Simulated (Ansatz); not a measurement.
**Molecular dynamics, step by step**

SiCl$_{2}$ (SMILES Cl[Si]Cl), singlet, SPW92/cc-pVDZ (Ansatz 0.2.0). Settings (timestep in fs, temperature in K; T counts 3 degrees of freedom):

```yaml
hamiltonian: {xc: lda}
md: {n_steps: 40, timestep: 0.5, temperature: 300, ensemble: nve, seed: 383, initial_velocities: maxwell_boltzmann}
```

Start (the SMILES describes the start alone):

```
3
angstrom
Cl 0.2102 1.7581 0.3094
Si -0.6205 -0.0084 -0.3401
Cl 0.4104 -1.7496 0.0307
```

```
step  time (fs)  potential energy less the start (meV)  kinetic energy (meV)  T (K)
   0       0.00                                    0.0                  38.8    300
   2       1.00                                  -10.0                  48.7    377
   4       2.00                                  -21.2                  59.9    464
   6       3.00                                  -33.2                  71.9    556
   8       4.00                                  -45.5                  84.2    652
  10       5.00                                  -57.7                  96.5    746
  12       6.00                                  -69.5                 108.2    837
  14       7.00                                  -80.4                 119.1    922
  16       8.00                                  -90.1                 128.8    997
  18       9.00                                  -98.4                 137.1   1061
  20      10.00                                 -105.0                 143.7   1112
  22      11.00                                 -109.8                 148.5   1149
  24      12.00                                 -112.7                 151.5   1172
  26      13.00                                 -113.8                 152.5   1180
  28      14.00                                 -113.0                 151.7   1173
  30      15.00                                 -110.4                 149.1   1154
  32      16.00                                 -106.2                 144.9   1121
  34      17.00                                 -100.6                 139.3   1078
  36      18.00                                  -93.8                 132.5   1025
  38      19.00                                  -86.1                 124.8    966
  40      20.00                                  -77.7                 116.4    901
```

Step 4, positions (Å) and forces (eV/Å):

```csv
atom,x,y,z,Fx,Fy,Fz
Cl1,0.211,1.762,0.310,0.868,0.442,0.523
Si2,-0.626,-0.005,-0.343,-1.708,-0.146,-0.949
Cl3,0.414,-1.756,0.032,0.840,-0.296,0.426
```

Step 8, positions (Å) and forces (eV/Å):

| atom | x | y | z | Fx | Fy | Fz |
| --- | --- | --- | --- | --- | --- | --- |
| Cl1 | 0.213 | 1.766 | 0.312 | 0.795 | 0.333 | 0.471 |
| Si2 | -0.634 | -0.002 | -0.347 | -1.483 | -0.248 | -0.838 |
| Cl3 | 0.418 | -1.763 | 0.033 | 0.688 | -0.084 | 0.367 |

Step 18, positions (Å) and forces (eV/Å):

| atom | x | y | z | Fx | Fy | Fz |
| --- | --- | --- | --- | --- | --- | --- |
| Cl1 | 0.222 | 1.778 | 0.318 | 0.528 | -0.058 | 0.282 |
| Si2 | -0.661 | 0.004 | -0.361 | -0.806 | -0.392 | -0.484 |
| Cl3 | 0.431 | -1.779 | 0.038 | 0.278 | 0.451 | 0.202 |

Last step (40):

```xyz
3
angstrom
Cl 0.2507 1.7978 0.3359
Si -0.7376 0.0068 -0.4023
Cl 0.4626 -1.8015 0.0535
```

The run took about 21 s on 2 CPU threads of an Arm Neoverse V1 (shared host).
